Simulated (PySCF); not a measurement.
C₃H₃F₃.
Numbering: `[CH2:1]=[C:2]([F:3])[CH:4]([F:5])[F:6]` (hydrogens: H7, H8 on C1; H9 on C4)

The same species was optimised twice, with GFN2-xTB and with PBE0-D3(BJ)/def2-SVP (PySCF), and the same property calculations (PySCF, gas phase) were run on both structures.

```
     coordinate  GFN2-xTB  PBE0-D3(BJ)/def2-SVP  change
      C2–F3 (Å)     1.347                 1.333  -0.014
      C1=C2 (Å)     1.318                 1.325  +0.007
      C4–F6 (Å)     1.356                 1.349  -0.007
      C4–F5 (Å)     1.355                 1.349  -0.006
      C2–C4 (Å)     1.509                 1.507  -0.002
   F5–C4–F6 (°)     105.9                 107.3    +1.4
   C2–C4–F6 (°)     110.9                 110.5    -0.4
   C1–C2–F3 (°)     122.1                 122.4    +0.3
   F3–C2–C4 (°)     112.6                 112.4    -0.2
   C1–C2–C4 (°)     125.3                 125.2    -0.1
   C2–C4–F5 (°)     110.7                 110.6    -0.1
C1–C2–C4–F5 (°)        53                    54      +1
```

Rotational constants: A = 5376, B = 2588, C = 2469 MHz (GFN2-xTB) against A = 5345, B = 2616, C = 2496 MHz (PBE0-D3(BJ)/def2-SVP).

On the GFN2-xTB structure: lowest singlet, TDDFT (eV) 7.24 [CAM-B3LYP/def2-SVPD]; lowest triplet, Tamm–Dancoff (eV) 4.18 [CAM-B3LYP/def2-SVPD]; isotropic polarisability (au) 39.7 [CAM-B3LYP/def2-SVPD]; HOMO (eV) -9.72 [CAM-B3LYP/def2-SVPD]; LUMO (eV) 0.32 [CAM-B3LYP/def2-SVPD]; dipole (D) 0.95 [CAM-B3LYP/def2-SVPD]; HOMO (eV) -8.22 [PBE0/pcSseg-1]; LUMO (eV) -0.64 [PBE0/pcSseg-1]; dipole (D) 0.81 [PBE0/pcSseg-1]; GIAO shielding of C1 (ppm) 84.0 [PBE0/pcSseg-1]; GIAO shielding of C2 (ppm) 13.0 [PBE0/pcSseg-1]; GIAO shielding of F3 (ppm) 274.7 [PBE0/pcSseg-1]; GIAO shielding of C4 (ppm) 69.3 [PBE0/pcSseg-1]; GIAO shielding of F5/F6 (mean) (ppm) 295.3 [PBE0/pcSseg-1].

Task: What do these properties become on the PBE0-D3(BJ)/def2-SVP structure?

Result: 
```json
{"property": "lowest singlet, TDDFT (eV)", "level": "CAM-B3LYP/def2-SVPD", "on GFN2-xTB": "7.24", "on PBE0-D3(BJ)/def2-SVP": "7.21", "change": "-0.03"}
{"property": "lowest triplet, Tamm–Dancoff (eV)", "level": "CAM-B3LYP/def2-SVPD", "on GFN2-xTB": "4.18", "on PBE0-D3(BJ)/def2-SVP": "4.13", "change": "-0.05"}
{"property": "isotropic polarisability (au)", "level": "CAM-B3LYP/def2-SVPD", "on GFN2-xTB": "39.7", "on PBE0-D3(BJ)/def2-SVP": "39.9", "change": "+0.2"}
{"property": "HOMO (eV)", "level": "CAM-B3LYP/def2-SVPD", "on GFN2-xTB": "-9.72", "on PBE0-D3(BJ)/def2-SVP": "-9.62", "change": "+0.10"}
{"property": "LUMO (eV)", "level": "CAM-B3LYP/def2-SVPD", "on GFN2-xTB": "0.32", "on PBE0-D3(BJ)/def2-SVP": "0.38", "change": "+0.06"}
{"property": "dipole (D)", "level": "CAM-B3LYP/def2-SVPD", "on GFN2-xTB": "0.95", "on PBE0-D3(BJ)/def2-SVP": "0.90", "change": "-0.05"}
{"property": "energy, GFN2-xTB geometry as zero (kcal/mol)", "level": "CAM-B3LYP/def2-SVPD", "on GFN2-xTB": "0.0", "on PBE0-D3(BJ)/def2-SVP": "-0.1", "change": "-0.1"}
{"property": "HOMO (eV)", "level": "PBE0/pcSseg-1", "on GFN2-xTB": "-8.22", "on PBE0-D3(BJ)/def2-SVP": "-8.12", "change": "+0.10"}
{"property": "LUMO (eV)", "level": "PBE0/pcSseg-1", "on GFN2-xTB": "-0.64", "on PBE0-D3(BJ)/def2-SVP": "-0.58", "change": "+0.06"}
{"property": "dipole (D)", "level": "PBE0/pcSseg-1", "on GFN2-xTB": "0.81", "on PBE0-D3(BJ)/def2-SVP": "0.76", "change": "-0.05"}
{"property": "energy, GFN2-xTB geometry as zero (kcal/mol)", "level": "PBE0/pcSseg-1", "on GFN2-xTB": "0.0", "on PBE0-D3(BJ)/def2-SVP": "-0.1", "change": "-0.1"}
{"property": "GIAO shielding of C1 (ppm)", "level": "PBE0/pcSseg-1", "on GFN2-xTB": "84.0", "on PBE0-D3(BJ)/def2-SVP": "82.9", "change": "-1.1"}
{"property": "GIAO shielding of C2 (ppm)", "level": "PBE0/pcSseg-1", "on GFN2-xTB": "13.0", "on PBE0-D3(BJ)/def2-SVP": "12.5", "change": "-0.5"}
{"property": "GIAO shielding of F3 (ppm)", "level": "PBE0/pcSseg-1", "on GFN2-xTB": "274.7", "on PBE0-D3(BJ)/def2-SVP": "275.5", "change": "+0.8"}
{"property": "GIAO shielding of C4 (ppm)", "level": "PBE0/pcSseg-1", "on GFN2-xTB": "69.3", "on PBE0-D3(BJ)/def2-SVP": "70.2", "change": "+0.9"}
{"property": "GIAO shielding of F5/F6 (mean) (ppm)", "level": "PBE0/pcSseg-1", "on GFN2-xTB": "295.3", "on PBE0-D3(BJ)/def2-SVP": "299.2", "change": "+3.9"}
```

The heavy atoms differ by 0.012 Å rms after alignment. Among bonds between heavy atoms C2–F3 changes most (-0.014 Å). Changes are differences of the printed values. Neither structure is proved a minimum here.

The values belong to the conformer `[CH2:1]=[C:2]([F:3])[CH:4]([F:5])[F:6]`: C1–C2–C4–F5 54°.
